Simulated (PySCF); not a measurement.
Gas-phase reaction: 2 SiCl₃ + 2 SiH₄ ⇌ 4 SiH₂Cl + Cl₂

Computed with PySCF (xtb for GFN2) and rigid-rotor harmonic-oscillator thermochemistry at 1 bar. † marks an energy on the PBE0/def2-TZVP geometry and frequencies; other levels use their own. MP2 freezes the core. Open shells (unrestricted): SiCl₃ (multiplicity 2), SiH₂Cl (multiplicity 2); the rest are closed-shell singlets. GFN2 has no spin-polarisation term. SiH₂Cl: computed as isolated molecules; such fragments, hydroxides, amides, oligomers or adducts are transient or little studied in the gas. MP2 isn't extrapolated to the basis-set limit.

```csv
level,"ΔH°(298 K), kJ"
GFN2-xTB,…
MP2/def2-SVP†,…
PBE/def2-SVP,673
PBE/def2-TZVP†,654
ωB97X-V/def2-TZVP†,700
```

What belongs in the gaps?


- GFN2-xTB, ΔH°(298 K), kJ: 554
- MP2/def2-SVP†, ΔH°(298 K), kJ: 708
